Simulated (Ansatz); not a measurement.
in.yaml

```yaml
crystal:
  periodic: [false, false, false]
  atoms:
    - {symbol: F, position_ang: [0.000000, 0.000000, 0.000000]}
    - {symbol: S, position_ang: [0.000000, 0.000000, 1.225000]}
basis:
  gaussian: {orbitals: 6-31G}
total_charge: 1
magnetization: {spin_polarized: false, initial_magnetization: 2}
correlation: {method: ccsdtq, electrons: outside_noble_gas}
```

```sh
$ ansatz run in.yaml --threads 1 --pin off --events-out ev --progress --plain --max-ram 2393MiB
```

(1) Roughly how long does this take on 1 thread of Arm Neoverse V1, shared host, and how much host memory?

```
397 factors; integrals over basis functions are off by at most 2.9e-8 eV
mean field evaluation 1: about -13499.6464 eV, gradient 4.0e1 eV
mean field evaluation 2: about -13499.8852 eV, gradient 4.0e1 eV
mean field evaluation 4: about -13502.5295 eV, gradient 2.5e0 eV
mean field evaluation 8: about -13502.5662 eV, gradient 1.5e-1 eV
mean field evaluation 16: about -13500.7387 eV, gradient 3.0e1 eV
mean field -13502.56629463 eV, -496.2101589593 hartree, gradient 3.2e-6 eV, S^2 2.000000; 0 other end points of the search recorded, 0 dependent functions left out
mean field evaluation 32: about -13502.6961 eV, gradient 1.1e-2 eV
6 core orbitals not correlated: weight in the atoms' cores, before any rotation towards them, 1.000 or more for the frozen orbitals, at most 0.000 for the correlated occupied ones
reference -13502.56629463 eV, -496.2101589593 hartree; 7, 5 occupied and 9, 11 virtual orbitals, 397 factors
second order -3.92328454 eV of doubles, -0.07666370 eV of singles
cycle   1  -3.92312153 eV  change    7.9e-2 eV  update   5.9e-2
cycle   2  -4.08606047 eV  change   -1.6e-1 eV  update   2.3e-2
cycle   3  -4.14420506 eV  change   -5.8e-2 eV  update   1.1e-2
cycle   4  -4.14198659 eV  change    2.2e-3 eV  update   2.8e-3
cycle   5  -4.14038729 eV  change    1.6e-3 eV  update   1.3e-3
cycle   6  -4.14076343 eV  change   -3.8e-4 eV  update   3.9e-4
cycle   7  -4.14085549 eV  change   -9.2e-5 eV  update   1.3e-4
cycle   8  -4.14076275 eV  change    9.3e-5 eV  update   4.2e-5
cycle   9  -4.14077515 eV  change   -1.2e-5 eV  update   2.2e-5
cycle  10  -4.14079319 eV  change   -1.8e-5 eV  update   9.6e-6
cycle  11  -4.14078673 eV  change    6.5e-6 eV  update   4.3e-6
cycle  12  -4.14078729 eV  change   -5.6e-7 eV  update   1.5e-6
Total energy: -13506.70708192 eV, -496.3623300856 hartree
```

For the same geometry and basis full CI lies 0.3 meV lower.

Results:

(1) 49 s wall and 0.61 GiB.
